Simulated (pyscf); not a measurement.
One four-centre exchange on the singlet surface with elements of a group swapped. ωB97M-D3(BJ)/def2-TZVP, kcal/mol, from the separated reactants. Optimised with ωB97X-D3(BJ)/def2-SVP in PySCF.

| step | barrier | reaction energy | imaginary mode (i cm⁻¹) |
|---|---|---|---|
| `[OH][SiH3]` + `[SiH3][PH2]` → `[SiH3][PH][SiH3]` + `[OH2]` | 49.5 | +14.9 | 862 |
| `[OH][SiH3]` + `[SiH3][AsH2]` → `[SiH3][AsH][SiH3]` + `[OH2]` | … | … | 529 |

### Question
Complete the blanks.

### Answer

- `[OH][SiH3]` + `[SiH3][AsH2]` → `[SiH3][AsH][SiH3]` + `[OH2]`, barrier: 48.3
- `[OH][SiH3]` + `[SiH3][AsH2]` → `[SiH3][AsH][SiH3]` + `[OH2]`, reaction energy: +12.9

Each row is the saddle that its search found. Elements up to Kr have no core potential and no relativistic terms here.
